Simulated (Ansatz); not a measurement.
SiO₂ was relaxed with PBE0-D4 (def2-TZVP) in Ansatz in these states: neutral quintet, neutral singlet, neutral triplet. The geometries follow in no particular order.

A:

```xyz
3

Si    0.5439    0.2311   -0.0087
O    -0.0046   -0.7020    1.1397
O    -0.5392    0.4709   -1.1310
```

B:

```xyz
3

Si   -0.419   -0.103   -0.589
O     0.681   -1.156    0.148
O    -0.261    1.258    0.440
```

C:

```xyz
3

Si    0.000    0.000    0.000
O     0.923   -1.188   -0.069
O    -0.923    1.188    0.069
```

Judge from the bond lengths which geometry belongs to which state (an estimate).

A is the neutral triplet (Si1–O3 1.578 Å, Si1–O2 1.578 Å); B is the neutral quintet (Si1–O3 1.714 Å, Si1–O2 1.691 Å); C is the neutral singlet (Si1–O3 1.506 Å, Si1–O2 1.506 Å).

At PBE0-D4/def2-TZVP a singlet lies 2.19 eV below the neutral triplet. At PBE0-D4/def2-TZVP a singlet lies 6.38 eV below the neutral quintet. These are the stationary points nearest to one start from a short search; other shapes may lie lower in each state.
